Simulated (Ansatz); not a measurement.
# What each rung costs, and what it gives

The pair of SiH4 (SMILES [SiH4], atoms 1–5) and SiH4 (SMILES [SiH4], atoms 6–10), both closed shells, in one local arrangement (a lower one may exist), relaxed at PBE0-D4/def2-TZVP:

Si1  (0.024, -0.166, -2.003)
H2  (-1.133, 0.760, -1.908)
H3  (0.033, -0.814, -3.340)
H4  (-0.093, -1.211, -0.953)
H5  (1.286, 0.590, -1.808)
Si6  (-0.024, 0.166, 2.003)
H7  (1.121, -0.764, 1.837)
H8  (0.044, 0.803, 3.343)
H9  (-1.298, -0.583, 1.873)
H10  (0.040, 1.219, 0.956)
(Å)

Interaction energies are counterpoise-corrected; the time is that of the whole pair.

Ansatz 0.2.0; basis: as named in each row; cores frozen in the correlated methods. B3LYP uses VWN-RPA correlation. Extrapolation: Hartree–Fock as exp(−7.88 √X), correlation as X^−2.97.

Times are rough, for one single point on 2 threads of a shared host (Arm Neoverse V2).

The estimate by CCSD(T) at an estimated basis limit (MP2 extrapolated from triple and quadruple zeta, plus CCSD(T) − MP2 in triple zeta) is -0.97 kcal/mol.

| method | basis | time (s) | interaction energy (kcal/mol) | method less estimate |
| --- | --- | --- | --- | --- |
| PBE-D4 | def2-TZVPPD | 2 | -1.32 | -0.35 |
| revPBE-D4 | def2-TZVPPD | 2 | -1.13 | -0.16 |
| BLYP-D4 | def2-TZVPPD | 2 | -0.96 | 0.01 |
| HSE06-D4 | def2-TZVPPD | 2 | -1.20 | -0.23 |
| PBE0-D4 | def2-TZVPPD | 3 | -1.21 | -0.24 |
| B3LYP-D4 | def2-TZVPPD | 3 | -1.07 | -0.10 |
| r2SCAN-D4 | def2-TZVPPD | 4 | -0.88 | 0.09 |
| B2PLYP | def2-TZVPPD | 4 | 0.10 | 1.08 |
| wB97X-V | def2-TZVPPD | 8 | -0.99 | -0.02 |
| B97M-V | def2-TZVPPD | 8 | -0.95 | 0.02 |
| wB97M-V | def2-TZVPPD | 10 | -1.02 | -0.04 |
| MP2 | def2-QZVPPD | 15 | -0.83 | 0.15 |
| CCSD(T) | def2-TZVPPD | 42 | -0.75 | 0.22 |

The T1 diagnostic stays at or below 0.012.
